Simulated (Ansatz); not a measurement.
Run this with the Python package of Ansatz (0.2.0) and show what comes out.

Script `cas_h4s2si.py`:
```python
import ansatz as az

BASIS = "6-31G*"


def main() -> None:
    geometry_ang = [
        ("S", (-1.2463, -0.978, -0.7148)),
        ("Si", (0.0313, 0.445, 0.2167)),
        ("S", (1.5575, -0.668, 1.1469)),
        ("H", (-2.0875, -0.0069, -1.182)),
        ("H", (0.6208, 1.3211, -0.8396)),
        ("H", (-0.7104, 1.2599, 1.2196)),
        ("H", (1.8958, -1.4411, 0.1074)),
    ]
    h4s2si = az.Crystal.molecule()
    for symbol, xyz in geometry_ang:
        h4s2si = h4s2si.atom(symbol, xyz)

    model = (
        h4s2si.calculation()
        .basis(gaussian=BASIS)
        .scf(lower_state_search="light")
        .correlation(active_electrons=2, active_orbitals=3)
    )
    for method in ["sc_nevpt2"]:
        summary = (model if method is None else model.correlation(method)).run(threads=1, backend="cpu").report
        space = summary["configurations"]
        state = space["states"][0]
        print(method or "casscf", f"total {summary['free_energy_ev'] / 27.211386246:.6f} Ha, active-space state {state['energy']['hartree']:.6f} Ha, mean field {summary['reference_energy_ev'] / 27.211386246:.6f} Ha")
        print("  determinants", state["n_determinants"], " natural occupations", [round(n, 3) for n in space["natural_occupations"]])


if __name__ == "__main__":
    main()
```

```console
$ python cas_h4s2si.py
sc_nevpt2 total -1086.629402 Ha, active-space state -1086.332360 Ha, mean field -1086.312154 Ha
  determinants 9  natural occupations [1.973, 0.023, 0.004]
```

Caveats:
- The settings weren't tested for convergence.
- The geometry is a force-field or estimated start, not a minimum of this method, and the basis set is short of its limit. The active space starts as a window about the frontier orbitals and is then optimised, not chosen by chemistry.
- Hardware and time: 4.1 s on 1 thread of Arm Neoverse V2, on a shared host, peak memory 0.2 GiB.
